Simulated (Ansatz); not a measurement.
# CH4SSi: the cost of one run

Program: Ansatz 0.2.0. Level of theory: RKS PBE0/cc-pVDZ. These are calculated values, not measurements.

### Step 1. The starting structure

Bond lengths: C1–S2 1.751 Å, S2–Si3 2.129 Å, C1–H4 1.090 Å, C1–H5 1.102 Å, C1–H6 1.085 Å, Si3–H7 1.523 Å. Angles: C1–S2–Si3 102.1°, S2–C1–H4 109.7°, S2–C1–H5 114.6°, S2–C1–H6 115.2°, H4–C1–H5 102.5°, H4–C1–H6 106.4°, H5–C1–H6 107.3°, S2–Si3–H7 108.9°.

As a file:

```xyz
7

C    -0.8138    0.6434   -0.3067
S    -0.1313   -0.3543    0.9605
Si    1.6287   -1.1128    0.0323
H    -1.7157    1.1360    0.0578
H    -0.1826    1.4947   -0.6102
H    -1.0985    0.1139   -1.2098
H     2.3744   -1.9888    1.0304
```

### Step 2. Preparing the start

input.yaml

```yaml
crystal:
  periodic: [false, false, false]
  atoms:
    - { symbol: C, position_ang: [-0.8138, 0.6434, -0.3067] }
    - { symbol: S, position_ang: [-0.1313, -0.3543, 0.9605] }
    - { symbol: Si, position_ang: [1.6287, -1.1128, 0.0323] }
    - { symbol: H, position_ang: [-1.7157, 1.136, 0.0578] }
    - { symbol: H, position_ang: [-0.1826, 1.4947, -0.6102] }
    - { symbol: H, position_ang: [-1.0985, 0.1139, -1.2098] }
    - { symbol: H, position_ang: [2.3744, -1.9888, 1.0304] }
basis:
  gaussian: { orbitals: cc-pVDZ }
hamiltonian:
  xc: pbe0
relax:
  f_tol: 0.02
  max_steps: 40
```

The run is started by

```sh
ansatz run input.yaml --threads 2 --pin off --max-ram 3072MiB --backend cpu --events-out ev --progress --plain --runs-dir out
```

**Question.** How long does this run take on 2 threads of Arm Neoverse V1, shared host, and how much memory does it need?

About 10 s, with a peak of 0.14 GiB.
